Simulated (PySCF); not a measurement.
# C₄H₅F: electronic excitations at several levels of theory

How much do the electronic excitations of C₄H₅F (`FC=C1CC1`) depend on the level of theory, and what does each level cost?

The runs use PySCF 2.14.0, with density-fitted response routines of our own; the level of theory stands in each step. All values are computed, except where a source is named. Atoms count from 0, in the outputs and in this text.

## Step 1: The molecule as given

10 atoms, charge 0, multiplicity 1; geometry from: GFN2-xTB. The atoms were then displaced at random by about 0.01 Å, so the start is not that level's minimum.

Bonds of the start (Å): F0–C1 1.36, C1–C2 1.32, C2–C3 1.41, C3–C4 1.50, C4–C2 1.45, C1–H5 1.07, C3–H6 1.09, C3–H7 1.09, C4–H8 1.07, C4–H9 1.10.

## Step 2: Geometry optimisation at PBE0-D3(BJ)/def2-SVP

Job settings and geometry (Å):

```
{"job": {"xc": "PBE0", "basis": "def2-SVP", "d3": "d3bj", "grid": 1, "shake": 0.01, "kind": "geom"}, "charge": 0, "multiplicity": 1}
F      2.504430     0.703900     0.411360
C      1.622840    -0.240220    -0.005940
C      0.315760    -0.061340    -0.015580
C     -0.958970    -0.605990    -0.289810
C     -0.828920     0.788140     0.243260
H      2.148350    -1.123380    -0.316340
H     -1.369220    -1.375690     0.371570
H     -1.272620    -0.729200    -1.322990
H     -1.010150     1.635500    -0.387760
H     -1.101050     0.987350     1.291180
```

Command:

```sh
OMP_NUM_THREADS=1 python probes_run.py task.json out
```

The driver reads the jobs from task.json and runs them one after another.

The log of the run:

```text
step   0  E = -254.72940699  max force = 0.042037
step   1  E = -254.73134811  max force = 0.009438
step   2  E = -254.73148598  max force = 0.012397
step   3  E = -254.73193257  max force = 0.009965
step   4  E = -254.73227594  max force = 0.004235
step   5  E = -254.73244158  max force = 0.004063
step   6  E = -254.73253816  max force = 0.003907
step   7  E = -254.73272230  max force = 0.002865
step   8  E = -254.73281647  max force = 0.001463
step   9  E = -254.73285969  max force = 0.000809
step  10  E = -254.73287483  max force = 0.000726
step  11  E = -254.73288338  max force = 0.000551
step  12  E = -254.73288662  max force = 0.000305
optimisation converged
```

It took 28 s on 1 thread of Arm Neoverse V2, shared host; peak memory 0.39 GiB.

The steps of the relaxation:

| step | energy from step 0 (eV) | largest force component (eV/Å) |
| --- | --- | --- |
| 0 | 0.0000 | 2.1616 |
| 1 | -0.0528 | 0.4853 |
| 2 | -0.0566 | 0.6375 |
| 3 | -0.0687 | 0.5124 |
| 4 | -0.0781 | 0.2178 |
| 5 | -0.0826 | 0.2089 |
| 6 | -0.0852 | 0.2009 |
| 7 | -0.0902 | 0.1473 |
| 8 | -0.0928 | 0.0752 |
| 9 | -0.0940 | 0.0416 |
| 10 | -0.0944 | 0.0373 |
| 11 | -0.0946 | 0.0283 |
| 12 | -0.0947 | 0.0157 |

Close pairs (by a distance rule), those that changed most:

| bond | before (Å) | after (Å) | change (Å) |
| --- | --- | --- | --- |
| C2–C3 | 1.413 | 1.462 | +0.049 |
| C3–C4 | 1.498 | 1.523 | +0.025 |
| C4–H8 | 1.072 | 1.096 | +0.024 |
| F0–C1 | 1.357 | 1.334 | -0.023 |
| C1–H5 | 1.074 | 1.094 | +0.020 |
| C2–C4 | 1.449 | 1.460 | +0.011 |
| C3–H7 | 1.087 | 1.096 | +0.009 |
| C4–H9 | 1.101 | 1.096 | -0.005 |

The next job starts from the end point, and lists it.

| at the end point | value |
| --- | --- |
| point group (found at 0.08 Å tolerance) | Cs |
| rotational constants (GHz, main isotopes) | 15.921, 3.170, 2.741 |
| dipole moment (D) | 1.58 |

## Step 3: Ultraviolet spectrum: PBE0/def2-TZVP

Job settings and geometry (Å):

```
{"job": {"kind": "uv", "xc": "PBE0", "basis": "def2-TZVP"}, "charge": 0, "multiplicity": 1}
F      2.356330     1.031994    -0.013698
C      1.613209    -0.051175    -0.246222
C      0.308521    -0.070154    -0.065209
C     -0.940228    -0.828330    -0.123831
C     -0.911982     0.623497     0.336670
H      2.202608    -0.902091    -0.600260
H     -1.121898    -1.604893     0.627424
H     -1.372930    -1.043809    -1.107253
H     -1.326101     1.385250    -0.333025
H     -1.065213     0.830054     1.401662
```

With the program's defaults for keys left out, this is: TDDFT PBE0/def2-TZVP, vertical, gas phase, core orbitals frozen in the response.

The log of the run:

```text
coarse grid: 8536 points
cycle   1  E = -254.9804995265  dE =  7.410e-01  |g| = 4.611e-01  |ddm| = 2.469e+00
cycle   2  E = -254.9502697266  dE =  3.023e-02  |g| = 6.278e-01  |ddm| = 1.163e+00
cycle   3  E = -255.0198273700  dE = -6.956e-02  |g| = 6.822e-02  |ddm| = 6.869e-01
cycle   4  E = -255.0206692386  dE = -8.419e-04  |g| = 3.620e-02  |ddm| = 9.064e-02
cycle   5  E = -255.0209516120  dE = -2.824e-04  |g| = 1.060e-02  |ddm| = 3.787e-02
cycle   6  E = -255.0209720232  dE = -2.041e-05  |g| = 3.480e-03  |ddm| = 1.147e-02
cycle   7  E = -255.0209746567  dE = -2.633e-06  |g| = 3.324e-04  |ddm| = 3.029e-03
final grid: 83296 points
cycle   8  E = -255.0150084064  dE = -4.787e-05  |g| = 6.117e-03  |ddm| = 6.381e-02
cycle   9  E = -255.0150047519  dE =  3.654e-06  |g| = 7.410e-03  |ddm| = 1.213e-02
cycle  10  E = -255.0150169360  dE = -1.218e-05  |g| = 1.503e-03  |ddm| = 6.281e-03
cycle  11  E = -255.0150173762  dE = -4.402e-07  |g| = 2.271e-04  |ddm| = 1.579e-03
cycle  12  E = -255.0150173858  dE = -9.595e-09  |g| = 1.089e-04  |ddm| = 2.099e-04
cycle  13  E = -255.0150173880  dE = -2.219e-09  |g| = 1.767e-05  |ddm| = 9.188e-05
cycle  14  E = -255.0150173881  dE = -6.139e-11  |g| = 3.882e-06  |ddm| = 1.716e-05
converged SCF energy = -255.0150173881

Static polarisability (au): isotropic 47.945, principal 35.326 45.255 63.255

Singlet excitations
state   eV       nm        f      main configurations
  1   7.0507    175.8   0.37516   H->L 0.94
  2   7.3811    168.0   0.00210   H-1->L 0.83
  3   7.4916    165.5   0.00015   H->L+1 0.68, H-1->L 0.13, H->L+3 0.10
  4   7.6271    162.6   0.00008   H-2->L 0.87
  5   7.7438    160.1   0.00770   H->L+3 0.35, H->L+2 0.27, H->L+1 0.24
  6   8.0251    154.5   0.00043   H->L+2 0.57, H->L+3 0.41
  7   8.7966    140.9   0.00000   H->L+4 0.91
  8   9.1453    135.6   0.02199   H-1->L+1 0.95
  9   9.2618    133.9   0.01705   H->L+5 0.78, H-2->L+1 0.13
 10   9.2908    133.4   0.00225   H-2->L+1 0.85, H->L+5 0.11

Triplet excitations (Tamm-Dancoff, eV): 4.2646 6.9036 7.1541 7.3996
```

Run time: 13 s. Hardware: 1 thread of Arm Neoverse V2, shared host; peak memory 0.75 GiB.

Frontier orbitals and where they lie:

| orbital | eV | atoms |
| --- | --- | --- |
| HOMO−3 | -10.56 | C4 27 %, C3 27 %, H9 11 % |
| HOMO−2 | -9.16 | C3 44 %, C4 25 %, C2 17 % |
| HOMO−1 | -8.98 | C4 33 %, C2 31 %, C3 15 % |
| HOMO | -7.19 | C1 37 %, C2 36 %, F0 12 % |
| LUMO | 0.23 | C1 36 %, C2 26 %, C3 9 % |
| LUMO+1 | 1.56 | H8 17 %, H9 17 %, H7 17 % |
| LUMO+2 | 2.09 | C3 17 %, C1 17 %, C4 13 % |

With each of the 10 states as a Gaussian band of 0.4 eV half-width at 1/e, the curve within the window shown has maxima at 176 nm (ε 15,000), 134 nm (ε 1,600) L/(mol cm). Beyond the last state computed it falls off for lack of states. The curve at chosen wavelengths:

| nm | ε (L/mol/cm) |
| --- | --- |
| 129 | 660 |
| 131 | 1147 |
| 134 | 1624 |
| 136 | 1534 |
| 139 | 959 |
| 141 | 556 |
| 144 | 185 |
| 146 | 86 |
| 149 | 69 |
| 151 | 111 |
| 154 | 243 |
| 156 | 398 |
| 159 | 883 |
| 161 | 1571 |
| 164 | 3580 |
| 166 | 5703 |
| 169 | 9704 |
| 171 | 12317 |
| 174 | 14895 |
| 176 | 15218 |
| 179 | 13587 |
| 181 | 11513 |
| 184 | 7938 |
| 186 | 5741 |
| 189 | 3181 |
| 191 | 2013 |

Ground-state properties from the same run:

| property | computed |
| --- | --- |
| dipole moment (D) | 1.67 |
| polarisability (Å³) | 7.10 |
| HOMO–LUMO gap (eV) | 7.42 |
| −ε(HOMO) (eV) | 7.19 |

## Step 4: Ultraviolet spectrum: PBE0/aug-cc-pVDZ

Settings changed since step 3:

```diff
@@ -1,2 +1,2 @@
-{"job": {"kind": "uv", "xc": "PBE0", "basis": "def2-TZVP"}, "charge": 0, "multiplicity": 1}
+{"job": {"kind": "uv", "xc": "PBE0", "basis": "aug-cc-pVDZ"}, "charge": 0, "multiplicity": 1}
 F      2.356330     1.031994    -0.013698
```

Method: TDDFT PBE0/aug-cc-pVDZ, vertical, gas phase, core orbitals frozen in the response.

The log of the run:

```text
coarse grid: 8536 points
cycle   1  E = -254.9038574457  dE =  7.665e-01  |g| = 4.130e-01  |ddm| = 8.107e+00
cycle   2  E = -254.8769131557  dE =  2.694e-02  |g| = 5.616e-01  |ddm| = 1.898e+00
cycle   3  E = -254.9385544816  dE = -6.164e-02  |g| = 6.312e-02  |ddm| = 1.023e+00
cycle   4  E = -254.9393716371  dE = -8.172e-04  |g| = 3.131e-02  |ddm| = 1.895e-01
cycle   5  E = -254.9395859047  dE = -2.143e-04  |g| = 8.773e-03  |ddm| = 7.035e-02
cycle   6  E = -254.9396005754  dE = -1.467e-05  |g| = 3.022e-03  |ddm| = 2.486e-02
cycle   7  E = -254.9396027208  dE = -2.145e-06  |g| = 2.615e-04  |ddm| = 6.510e-03
final grid: 83296 points
cycle   8  E = -254.9456532187  dE = -2.220e-05  |g| = 6.904e-03  |ddm| = 1.706e-01
cycle   9  E = -254.9456458298  dE =  7.389e-06  |g| = 9.234e-03  |ddm| = 4.431e-02
cycle  10  E = -254.9456647375  dE = -1.891e-05  |g| = 1.572e-03  |ddm| = 2.063e-02
cycle  11  E = -254.9456652858  dE = -5.483e-07  |g| = 1.653e-04  |ddm| = 3.298e-03
cycle  12  E = -254.9456652898  dE = -3.968e-09  |g| = 1.108e-04  |ddm| = 4.966e-04
cycle  13  E = -254.9456652923  dE = -2.536e-09  |g| = 1.236e-05  |ddm| = 2.102e-04
cycle  14  E = -254.9456652924  dE = -3.268e-11  |g| = 4.267e-06  |ddm| = 3.624e-05
converged SCF energy = -254.9456652924

Static polarisability (au): isotropic 50.312, principal 37.669 47.347 65.921

Singlet excitations
state   eV       nm        f      main configurations
  1   6.2112    199.6   0.00187   H->L+1 0.93
  2   6.5424    189.5   0.19630   H->L 0.90
  3   6.6647    186.0   0.00245   H->L+2 0.95
  4   6.7214    184.5   0.01267   H->L+3 0.89
  5   7.3068    169.7   0.00069   H-1->L 0.91
  6   7.5261    164.7   0.00245   H-2->L 0.92
  7   7.6347    162.4   0.15017   H->L+4 0.85
  8   7.6571    161.9   0.01274   H->L+5 0.91
  9   7.7768    159.4   0.00235   H->L+7 0.85
 10   7.9200    156.5   0.01792   H->L+6 0.90

Triplet excitations (Tamm-Dancoff, eV): 4.2538 6.1163 6.5811 6.6314
```

It took 11 s on 1 thread of Arm Neoverse V2, shared host; peak memory 0.73 GiB.

In short: HOMO -7.20 eV, LUMO -0.03 eV; lowest singlet 6.21 eV.

## Step 5: TDDFT and polarisability: PBE0/def2-TZVPD

Settings changed since step 4:

```diff
@@ -1,2 +1,2 @@
-{"job": {"kind": "uv", "xc": "PBE0", "basis": "aug-cc-pVDZ"}, "charge": 0, "multiplicity": 1}
+{"job": {"kind": "uv", "xc": "PBE0", "basis": "def2-TZVPD"}, "charge": 0, "multiplicity": 1}
 F      2.356330     1.031994    -0.013698
```

With the program's defaults for keys left out, this is: TDDFT PBE0/def2-TZVPD, vertical, gas phase, core orbitals frozen in the response.

The log of the run:

```text
coarse grid: 8536 points
cycle   1  E = -254.9818182132  dE =  7.417e-01  |g| = 4.610e-01  |ddm| = 3.851e+00
cycle   2  E = -254.9504605781  dE =  3.136e-02  |g| = 6.327e-01  |ddm| = 1.562e+00
cycle   3  E = -255.0211496616  dE = -7.069e-02  |g| = 6.689e-02  |ddm| = 7.690e-01
cycle   4  E = -255.0219495800  dE = -7.999e-04  |g| = 3.530e-02  |ddm| = 1.023e-01
cycle   5  E = -255.0222190618  dE = -2.695e-04  |g| = 1.058e-02  |ddm| = 3.464e-02
cycle   6  E = -255.0222392397  dE = -2.018e-05  |g| = 3.559e-03  |ddm| = 1.564e-02
cycle   7  E = -255.0222419965  dE = -2.757e-06  |g| = 3.314e-04  |ddm| = 6.833e-03
final grid: 83296 points
cycle   8  E = -255.0162878907  dE = -4.962e-05  |g| = 6.142e-03  |ddm| = 2.611e-01
cycle   9  E = -255.0162841795  dE =  3.711e-06  |g| = 7.438e-03  |ddm| = 2.724e-02
cycle  10  E = -255.0162964973  dE = -1.232e-05  |g| = 1.518e-03  |ddm| = 1.299e-02
cycle  11  E = -255.0162969488  dE = -4.515e-07  |g| = 2.282e-04  |ddm| = 1.370e-03
cycle  12  E = -255.0162969586  dE = -9.859e-09  |g| = 1.045e-04  |ddm| = 3.992e-04
cycle  13  E = -255.0162969607  dE = -2.014e-09  |g| = 1.877e-05  |ddm| = 1.204e-04
cycle  14  E = -255.0162969607  dE = -7.020e-11  |g| = 3.582e-06  |ddm| = 4.109e-05
converged SCF energy = -255.0162969607

Static polarisability (au): isotropic 50.364, principal 37.832 47.364 65.895

Singlet excitations
state   eV       nm        f      main configurations
  1   6.4945    190.9   0.00330   H->L+1 0.93
  2   6.8926    179.9   0.32895   H->L 0.93
  3   6.9700    177.9   0.00284   H->L+2 0.89
  4   7.1035    174.5   0.01416   H->L+3 0.87
  5   7.3524    168.6   0.00031   H-1->L 0.97
  6   7.5806    163.6   0.00176   H-2->L 0.98
  7   7.9784    155.4   0.02193   H->L+4 0.93
  8   8.2367    150.5   0.00139   H->L+6 0.74, H->L+7 0.15
  9   8.2410    150.4   0.01890   H-1->L+1 0.92
 10   8.3719    148.1   0.00829   H-2->L+1 0.62, H->L+5 0.32

Triplet excitations (Tamm-Dancoff, eV): 4.2514 6.3499 6.8039 6.8677
```

It took 20 s on 1 thread of Arm Neoverse V2, shared host; peak memory 0.86 GiB.

This run: HOMO -7.22 eV, LUMO 0.12 eV; lowest singlet 6.49 eV.

## Step 6: TDDFT and polarisability: PBE0/6-31+G*

Settings changed since step 5:

```diff
@@ -1,2 +1,2 @@
-{"job": {"kind": "uv", "xc": "PBE0", "basis": "def2-TZVPD"}, "charge": 0, "multiplicity": 1}
+{"job": {"kind": "uv", "xc": "PBE0", "basis": "6-31+G*"}, "charge": 0, "multiplicity": 1}
 F      2.356330     1.031994    -0.013698
```

Level: TDDFT PBE0/6-31+G*, vertical, gas phase, core orbitals frozen in the response.

The log of the run:

```text
coarse grid: 8536 points
cycle   1  E = -254.9149433705  dE =  7.577e-01  |g| = 4.071e-01  |ddm| = 3.638e+00
cycle   2  E = -254.8903932891  dE =  2.455e-02  |g| = 5.461e-01  |ddm| = 1.963e+00
cycle   3  E = -254.9497567650  dE = -5.936e-02  |g| = 6.451e-02  |ddm| = 1.066e+00
cycle   4  E = -254.9506249140  dE = -8.681e-04  |g| = 3.111e-02  |ddm| = 1.296e-01
cycle   5  E = -254.9508354011  dE = -2.105e-04  |g| = 8.722e-03  |ddm| = 4.682e-02
cycle   6  E = -254.9508503120  dE = -1.491e-05  |g| = 2.791e-03  |ddm| = 2.215e-02
cycle   7  E = -254.9508521373  dE = -1.825e-06  |g| = 2.423e-04  |ddm| = 5.174e-03
final grid: 83296 points
cycle   8  E = -254.9217418395  dE = -1.634e-05  |g| = 7.149e-03  |ddm| = 7.766e-02
cycle   9  E = -254.9217332883  dE =  8.551e-06  |g| = 9.843e-03  |ddm| = 3.553e-02
cycle  10  E = -254.9217538787  dE = -2.059e-05  |g| = 1.515e-03  |ddm| = 1.861e-02
cycle  11  E = -254.9217543941  dE = -5.154e-07  |g| = 1.720e-04  |ddm| = 1.740e-03
cycle  12  E = -254.9217543991  dE = -4.960e-09  |g| = 1.078e-04  |ddm| = 4.405e-04
cycle  13  E = -254.9217544016  dE = -2.480e-09  |g| = 1.025e-05  |ddm| = 1.950e-04
cycle  14  E = -254.9217544016  dE = -1.796e-11  |g| = 4.995e-06  |ddm| = 3.536e-05
converged SCF energy = -254.9217544016

Static polarisability (au): isotropic 46.671, principal 34.352 43.546 62.115

Singlet excitations
state   eV       nm        f      main configurations
  1   6.6661    186.0   0.00993   H->L+1 0.72, H->L+3 0.22
  2   6.7621    183.4   0.27192   H->L 0.90
  3   6.8910    179.9   0.00018   H->L+2 0.87
  4   7.0754    175.2   0.00988   H->L+3 0.73, H->L+1 0.17
  5   7.3940    167.7   0.00053   H-1->L 0.95
  6   7.6088    162.9   0.00210   H-2->L 0.96
  7   7.8903    157.1   0.01615   H->L+5 0.47, H->L+4 0.39, H->L+6 0.08
  8   8.0402    154.2   0.00264   H->L+6 0.78, H->L+10 0.09
  9   8.1548    152.0   0.06987   H->L+4 0.44, H->L+5 0.39
 10   8.4550    146.6   0.04010   H-1->L+1 0.89

Triplet excitations (Tamm-Dancoff, eV): 4.2732 6.4956 6.7747 6.9236
```

Wall time 6 s (1 thread of Arm Neoverse V2, shared host); peak memory 0.51 GiB.

In short: HOMO -7.19 eV, LUMO 0.13 eV; lowest singlet 6.67 eV.

## Step 7: Comparing the runs: electronic excitations

Excitations and ground-state properties, with basis size and wall time:

| run | lowest singlet (eV) | brightest (eV) | f | gap (eV) | α (Å³) | μ (D) | functions | time |
| --- | --- | --- | --- | --- | --- | --- | --- | --- |
| PBE0/def2-TZVP | 7.05 | 7.05 | 0.375 | 7.42 | 7.10 | 1.67 | 185 | 13 s |
| PBE0/aug-cc-pVDZ | 6.21 | 6.54 | 0.196 | 7.18 | 7.46 | 1.74 | 160 | 11 s |
| PBE0/def2-TZVPD | 6.49 | 6.89 | 0.329 | 7.34 | 7.46 | 1.72 | 233 | 20 s |
| PBE0/6-31+G* | 6.67 | 6.76 | 0.272 | 7.31 | 6.92 | 1.84 | 100 | 6 s |

## Step 8: Summary of results

| quantity | value |
| --- | --- |
| point group | Cs |
| rotational constants (main isotopes) | 15.92, 3.17, 2.74 GHz |
| lowest singlet (PBE0/def2-TZVP) | 7.05 eV (176 nm), f = 0.375 |
| lowest triplet | 4.26 eV |
| range of the lowest singlet | 6.21 to 7.05 eV |

In words: Single values in the summary come from the first run of each kind that ended normally (PBE0/def2-TZVP), which need not be the best level. The optimisation took 12 steps and gained 0.095 eV; among the close pairs (by a distance rule), C2–C3 changed most, from 1.413 to 1.462 Å. No frequency check was run at this level, so the end point may be a saddle. The first singlet state (HOMO→LUMO 0.94) lies at 7.05 eV and is bright. The lowest triplet lies 2.79 eV below the lowest singlet (triplets in Tamm-Dancoff, singlets in full TDDFT). The basis of PBE0/def2-TZVP has no diffuse functions, so Rydberg states are missing and the high states are unreliable. The lowest singlet runs from 6.21 eV (PBE0/aug-cc-pVDZ) to 7.05 eV (PBE0/def2-TZVP), while the orbital gap spans 7.18 to 7.42 eV. The lowest state need not be the same one in every run.
